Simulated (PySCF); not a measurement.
2,2-dimethylbutane, C6H14.
InChI=1S/C6H14/c1-5-6(2,3)4/h5H2,1-4H3

Torsions of this conformer, `[CH3:1][CH2:2][C:3]([CH3:4])([CH3:5])[CH3:6]`: C1–C2–C3–C4 180°.

The closed-shell ground state was solved at several levels (PySCF, density fitting, gas phase, non-relativistic). Isolated species at its GFN2-xTB geometry, gas phase.

```csv
level,basis functions,HOMO (eV),LUMO (eV),gap (eV),dipole (D)
PBE0/pcSseg-1,172,-8.69,1.36,10.05,0.04
B3LYP/pcJ-1,302,-8.49,1.08,9.57,0.05
CAM-B3LYP/def2-SVPD,232,-10.10,1.31,11.41,0.05
```

(1) Estimate the row for PBE0/def2-SVPD, a basis of 232 functions; the other rows only guide the guess.

(2) Over all these levels, which gives the widest orbital gap and which the narrowest?

(3) How far do the dipole and the HOMO energy spread over the levels?

Results:

(1) HOMO -8.69 eV, LUMO 0.67 eV, gap 9.36 eV, dipole 0.05 D.

(2) CAM-B3LYP/def2-SVPD (range-separated hybrid) has the widest, 11.41 eV, and PBE0/def2-SVPD (global hybrid, 25 % exact exchange) the narrowest, 9.36 eV. The two share the basis. From the narrowest to the widest the HOMO moves by -1.41 eV and the LUMO by +0.64 eV.

(3) The dipole runs from 0.04 to 0.05 D (mean 0.05 D) and the HOMO from -10.10 to -8.49 eV.
